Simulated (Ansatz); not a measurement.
A made-up structure of CH2S2, singlet:

S1  (-1.377, -0.778, 1.303)
C2  (-0.419, -0.237, 0.124)
S3  (1.063, 0.602, 0.397)
H4  (1.622, 0.819, 1.617)
H5  (1.395, 0.789, -0.894)
(Å)

It is relaxed with PBE-D4/def2-SVP and then PBE0-D4/def2-TZVP (Ansatz 0.2.0). Atoms count as bonded within 1.22 times the sum of their covalent radii (H–H: 0.88 Å). The end point is not checked to be a true minimum.

Task: Does its bonding change? (Judge from chemistry; the calculation decides.)

Result: Computed: Yes. Formed: none; broken: C2–S3.

Where it ends: The first stage lowers the energy by 1.97 eV in 12 steps. It ends as a complex of H₂S + CS:
S1  (-2.238, -1.575, 0.294)
C2  (-1.019, -0.663, 0.396)
S3  (1.881, 1.756, 0.710)
H4  (2.800, 0.791, 0.556)
H5  (0.860, 0.886, 0.592)
(Å)

For scale, one of the runs: PBE0-D4/def2-TZVP relaxation, 117 basis functions, launched by `ansatz run in.yaml --threads 2 --pin off --events-out ev --progress --plain --max-ram 4352MiB`. Hardware: 2 CPU threads of an Arm Neoverse V2, shared host. Wall time about 57 s.
